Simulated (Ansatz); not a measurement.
# AlH₂O+ (quintet): from Hartree-Fock to the top rungs, def2-TZVPP

One table from this session's results is given with a row withheld; the runs are named, their logs left out.

The runs use Ansatz 0.2.0, Gaussian basis; def2-TZVPP, core rule «outside noble gas», up to 6 orbitals frozen.

To be run: UHF; ROHF; CCSD(T) on UHF.

### What is computed

The geometry is a PBE0/def2-TZVP stationary point (not a proven minimum) of the parent state, kept for this charge and spin.

4 atoms, charge 1, spin multiplicity 5.

Atoms are counted from 1 here; the program's logs count them from 0.

Bond lengths: Al1–O2 1.747 Å, Al1–H3 1.777 Å, Al1–H4 1.777 Å. Angles: O2–Al1–H3 65.9°, O2–Al1–H4 65.9°, H3–Al1–H4 131.8°.

The first run:

Contents of in.yaml:

```yaml
crystal:
  periodic: [false, false, false]
  atoms:
    - {symbol: Al, position_ang: [0.000000, 0.000000, 0.653528]}
    - {symbol: O, position_ang: [0.000000, 0.000000, -1.093006]}
    - {symbol: H, position_ang: [0.000000, -1.622098, -0.072304]}
    - {symbol: H, position_ang: [0.000000, 1.622098, -0.072304]}
basis:
  gaussian: {orbitals: def2-TZVPP}
total_charge: 1
magnetization: {spin_polarized: true, initial_magnetization: 4}
hamiltonian: {xc: hf}
output: {orbitals: {seedname: orbitals}}
```

Started as:

```console
$ ansatz run in.yaml --threads 1 --pin off --events-out ev --progress --plain --max-ram 4096MiB --backend cpu
```

Steps of the session up to this table: UHF; ROHF; CCSD(T) on UHF.

One of the session's tables, all rows but one given; the rest of the session is left out.

| method | from UCCSD(T) (meV) |
| --- | --- |
| ROHF | +7302.2 |
| UHF | ? |
| UMP2 | +835.3 |
| UCCSD | +252.1 |
| UCCSD(T) | 0 |

**Question.** Estimate the row for UHF.

**Answer.** from UCCSD(T) (meV): +6888.7. In the column «from UCCSD(T) (meV)» it lies between UMP2 (+835.3) and ROHF (+7302.2).
